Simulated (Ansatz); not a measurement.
Cartesian coordinates in Å:
```
C 0.6407 -1.4742 -0.2605
C 0.4839 -0.1896 0.5472
C -0.7364 0.5671 0.1888
F -1.8899 -0.0844 0.4319
C -0.8302 1.7772 -0.3379
F 0.2662 2.4952 -0.6154
H 1.5306 -2.0196 0.0587
H 0.7390 -1.2547 -1.3255
H -0.2224 -2.1284 -0.1273
H 0.4364 -0.4267 1.6162
H 1.3441 0.4663 0.4014
H -1.7620 2.2718 -0.5776
```

Total charge 0; spin multiplicity 1.

Question: List the ωB97M-V/def2-TZVPP orbital energies in eV (Ansatz 0.2.0). (Best estimate.)

Answer: The calculation gave: Occupied: -678.04, -677.99, -283.81, -283.56, -281.92, -281.41, -37.18, -37.06, -25.57, -23.75, -21.02, -19.33, -18.00, -17.44, -16.41, -15.82, -15.52, -15.11, -14.23, -13.81, -13.24, -12.45, -12.36, -9.38. Lowest empty: 2.44, 3.12, 3.67, 3.97, 4.16, 4.51, 4.87, 5.24.
